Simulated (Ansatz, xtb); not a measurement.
## CH2O2: 3 structures ranked

3 gas-phase structures of CH2O2, found in a search over its isomers (lower ones may exist). Each was relaxed with GFN2-xTB:

A. `O[C]O`, a triplet
B. `O=CO`, a singlet
C. `O[C]O`, a singlet

**Question.** Which do you expect lowest at r2SCAN-D4/def2-SVP//GFN2-xTB, and how would the others follow?

**Answer.** Calculated order at r2SCAN-D4/def2-SVP//GFN2-xTB: B (0.0), C (196.6), A (394.5) kJ/mol.

Energies above the lowest of each column, in kJ/mol; the last columns are at r2SCAN-D4/def2-SVP geometries (a dash: not run or not comparable):

```tsv
structure	GFN2-xTB	HF/STO-3G	r2SCAN-D4/def2-SVP//GFN2-xTB	r2SCAN-D4/def2-SVP	CCSD(T)/def2-TZVPP
B	0.0	0.0	0.0	0.0	0.0
C	183.6	114.3	196.6	193.0	175.3
A	–	233.2	394.5	394.2	421.4
```

Every level run on B puts it lowest or level with the lowest. Some further structures that were screened fall inside this span and aren't listed. Flexible structures stand in one conformer each, not always the lowest. GFN2-xTB has no spin polarisation and isn't compared across spin states. Open shells are spin-unrestricted.

Programs: Ansatz 0.2.0, xtb 6.7.1.
